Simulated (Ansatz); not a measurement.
# Si2W: computed properties

These are results of DFT r2SCAN, scalar-relativistic, plane waves, PAW (Ansatz 0.2.0), not measurements.

Cutoff 500 eV; k points 18×18×18 on the computed 3-atom cell (Γ-centred); Gaussian smearing, width 0.10 eV; no spin polarisation.

The structure is relaxed at this level of theory with its symmetry kept.

```
Si W
1.0
    -1.60564    1.60564    3.90240
     1.60564   -1.60564    3.90240
     1.60564    1.60564   -3.90240
Si W
2 1
Direct
  0.33482 0.33482 0.00000
  0.66518 0.66518 0.00000
  0.00000 0.00000 0.00000
```

Problem. Formation energy from the elements' standard states (uncorrected)?

Solution. -0.312 eV/atom.

Problem. Density of states at the Fermi level?

Solution. 0.19 states/eV per cell (so small that it hangs on the mesh: a semimetal, or crossings between mesh points).

Problem. Löwdin character within 0.5 eV of the Fermi level?

Solution. W 5d 71 %, Si 3p 23 %.

Problem. Bulk modulus?

Solution. 232 GPa.

Problem. Its pressure derivative?

Solution. 4.4.

Problem. Bader charges (e)?

Solution. Si (2 in the cell) -0.05, W (1 in the cell) 0.10.

Spin-orbit coupling is left out, which matters for the bands of heavy elements.